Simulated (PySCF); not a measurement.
**Worked example: entropy of an ideal gas**

C3H4, SMILES C=C=C (connectivity only; charge and spin as stated), charge +1, multiplicity 2.

Geometry: B3LYP-D3(BJ)/def2-TZVP. The spin state was assumed, not searched.

B3LYP-D3(BJ)/def2-TZVP (PySCF) gives the harmonic wavenumbers 323, 341, 785, 804, 913, 935, 998, 1072, 1354, 1401, 1639, 3062, 3079, 3153, 3156 cm⁻¹ and the rotational temperatures 6.8762, 0.4330, 0.4159 K. The molar mass is 40.07 g/mol, the symmetry number 4, the spin multiplicity 2.

Work out the entropy at 298.15 K and 1 atm in the rigid-rotor, harmonic-oscillator model.


Translation (Sackur–Tetrode at 1 atm): S = R[1.5 ln M + 2.5 ln T − 1.16487] = 154.8 J/(mol K).
Rotation: q = (√π/σ) T^1.5/√(θA θB θC) = 2050, S = R[ln q + 3/2] = 75.9 J/(mol K).
Vibration: with u = 1.4388 ν/T, each mode gives R[u/(e^u − 1) − ln(1 − e^−u)]:
```
ν (cm⁻¹)  modes     u  S (J/(mol K))
--------  -----  ----  -------------
323           1  1.56           5.42
341           1  1.65           5.05
785           1  3.79           0.92
804           1  3.88           0.85
913           1  4.41           0.55
935           1  4.51           0.51
998           1  4.82           0.39
1072          1  5.17           0.29
1354          1  6.53           0.09
1401          1  6.76           0.07
1639          1  7.91           0.03
```
The stiffer modes add less than 0.005 each. Sum 14.2 J/(mol K).
Spin: R ln 2 = 5.8 J/(mol K).
Total 250.6 J/(mol K); the program's own thermochemistry gives 250.6. Translation makes up 62 % and vibration 6 %. Anharmonicity, hindered rotation and orbital degeneracy are left out.
